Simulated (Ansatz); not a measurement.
The input, for Ansatz 0.2.0:

```yaml
crystal:
  periodic: [false, false, false]
  atoms:
    - {symbol: Be, position_ang: [0.000000, 0.000000, 0.000000]}
    - {symbol: H, position_ang: [1.425412, 0.014294, 0.000000]}
    - {symbol: H, position_ang: [-0.725085, 1.227292, -0.003200]}
    - {symbol: H, position_ang: [-0.700327, -1.241586, 0.003200]}
basis:
  gaussian: {orbitals: "6-31++G**", fitting: {mean_field: def2-universal-jkfit}}
magnetization: {spin_polarized: false, initial_magnetization: 1}
correlation: {method: ccsd_t, electrons: outside_noble_gas}
```

```sh
$ ansatz run in.yaml --threads 1 --pin off --events-out ev --progress --plain --max-ram 2393MiB
```

Question: Roughly how long does this take on 1 thread of Arm Neoverse V2, shared host, and how much host memory?

Answer: 0.76 s wall and 0.15 GiB.

```
105 factors; integrals over basis functions are off by at most 4.0e-1 eV
mean field evaluation 1: about -440.4899 eV, gradient 9.5e0 eV
mean field evaluation 2: about -441.1327 eV, gradient 2.5e0 eV
mean field evaluation 4: about -441.3518 eV, gradient 1.5e0 eV
mean field evaluation 8: about -441.4097 eV, gradient 2.0e-6 eV
mean field evaluation 16: about -441.0949 eV, gradient 1.6e0 eV
mean field evaluation 32: about -441.0760 eV, gradient 2.5e0 eV
mean field evaluation 64: about -441.4097 eV, gradient 3.6e-3 eV
mean field -441.40974296 eV, -16.2215088556 hartree, gradient 2.0e-6 eV, S^2 0.750000; 5 other end points of the search recorded, 0 dependent functions left out
mean field evaluation 96: about -441.4571 eV, gradient 2.3e-2 eV
determinant -441.40974296 eV, -16.2215088556 hartree, with singles and doubles -443.56020829 eV, -16.3005369989 hartree
determinant -441.11748588 eV, -16.2107686060 hartree, with singles and doubles -443.61846342 eV, -16.3026778352 hartree
determinant -438.03606107 eV, -16.0975283328 hartree, with singles and doubles -440.86886810 eV, -16.2016320710 hartree
determinant -441.40974296 eV, -16.2215088556 hartree, with singles and doubles -443.55646918 eV, -16.3003995891 hartree
determinant -441.11748588 eV, -16.2107686060 hartree, with singles and doubles -443.56485410 eV, -16.3007077292 hartree
1 core orbitals not correlated: weight in the atoms' cores, before any rotation towards them, 1.000 or more for the frozen orbitals, at most 0.000 for the correlated occupied ones
reference -441.11748588 eV, -16.2107686060 hartree; 3, 2 occupied and 33, 34 virtual orbitals, 105 factors
second order -1.73130766 eV of doubles, -0.15993161 eV of singles
cycle   1  -2.44736886 eV  change   -6.4e-7 eV  update   3.1e-6
perturbative correction -0.03743018 eV, -0.0013755339 hartree
Total energy: -443.60228493 eV, -16.3020832868 hartree
```
